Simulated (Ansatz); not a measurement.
We consider bcc Cs, described by r²SCAN50 (plane waves, PAW; Ansatz, a first-principles code).

Run with plane-wave cutoff 520 eV, 8×8×8 k mesh, Fermi–Dirac smearing 0.05 eV, scalar-relativistic PAW data made under PBE.

Pressure at four volumes; x = ln(V/127.412 Å³). One pressure is withheld.

```csv
V (Å³/atom),x,P (GPa)
121.041,-0.0513,0.104
127.412,0.0000,-0.003
130.597,0.0247,-0.047
133.782,0.0488,?
```

Problem. Pass a parabola P(x) through the three rows shown, estimate the bulk modulus and its pressure derivative near zero pressure, and predict the withheld pressure.

Solution. Slopes between the rows: (-0.003 − (0.104))/(0.0000 − (-0.0513)) = -2.09 and (-0.047 − (-0.003))/(0.0247 − (0.0000)) = -1.78 GPa. Their difference over the span 0.0760 is c = 0.31/0.0760 = 4.1 GPa, so P(x) = 0.104 + (-2.09)(x − (-0.0513)) + 4.1 (x − (-0.0513))(x − (0.0000)). At the middle row B = −dP/dx = −[-2.09 + 4.1 × 0.0513] = 1.9 GPa, and B′ = dB/dP = 2c/B = 4.3. At x = 0.0488 the parabola gives -0.085 GPa; the run gives -0.087 GPa. The Birch–Murnaghan fit to the energies at all volumes has B0 = 1.90 GPa and B′ = 3.8.

Measured, for comparison: bulk modulus 2.11 GPa (corrected for temperature and zero-point phonon effects, our sources range from 2.11 to 2.35; as tabulated in Levämäki et al. (2014), arXiv:1402.3671). Computed (rounded) less measured: bulk modulus -10 % (-10 % to -19 % over the range).

Spin–orbit coupling is not included.
